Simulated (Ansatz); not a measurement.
Input file:

```yaml
crystal:
  periodic: [false, false, false]
  atoms:
    - {symbol: Si, position_ang: [0.000080, -0.000055, -0.038795]}
    - {symbol: H, position_ang: [1.255414, 0.012944, 0.362887]}
    - {symbol: H, position_ang: [-0.639578, 1.082156, 0.357486]}
    - {symbol: H, position_ang: [-0.618051, -1.093566, 0.360618]}
basis:
  gaussian: {orbitals: STO-3G}
magnetization: {spin_polarized: false, initial_magnetization: 1}
correlation: {method: sc_nevpt2, electrons: all, active_space: {window: {electrons: 7, orbitals: 7}, states: [{multiplicity: 2, weights: [1, 1]}]}}
scf: {lower_state_search: off}
```

```sh
$ ansatz run in.yaml --threads 1 --pin off --events-out ev --progress --plain --max-ram 2393MiB
```

The program prints:

```
these checks for a lower state are left out or cut short: stability, starts, cluster_reference, orbital_swaps, neighbouring_geometries, increment
183 factors; integrals over basis functions are off by at most 2.5e-8 eV
mean field evaluation 1: about -7816.4322 eV, gradient 4.5e0 eV
mean field evaluation 2: about -7816.4330 eV, gradient 4.5e0 eV
mean field evaluation 4: about -7816.6062 eV, gradient 7.4e-2 eV
mean field evaluation 8: about -7816.6062 eV, gradient 1.9e-6 eV
mean field -7816.60618729 eV, -287.2549790969 hartree, gradient 1.9e-6 eV, S^2 0.750000; 0 other end points of the search recorded, 0 dependent functions left out
reference -7816.60618729 eV, -287.2549790969 hartree; 9, 8 occupied and 3, 4 virtual orbitals, 183 factors
state -7817.78989216 eV, -287.2984794487 hartree
state -7809.05048704 eV, -286.9773122343 hartree
state -7817.78989216 eV, -287.2984794487 hartree; corrected -7817.85968090 eV, -287.3010441375 hartree
state -7809.05048704 eV, -286.9773122343 hartree; corrected -7809.11579714 eV, -286.9797123363 hartree
Total energy: -7813.48773902 eV, -287.1403782369 hartree
Checks for a lower state left out: stability, starts, cluster_reference, orbital_swaps, neighbouring_geometries, increment
```

The total printed last is the weighted mean of the 2 states, 4.372 eV above the lowest of them, and is no single state's energy.

Ran on 1 thread of Arm Neoverse V2, shared host: 1.8 s wall, 0.09 GiB peak host memory.
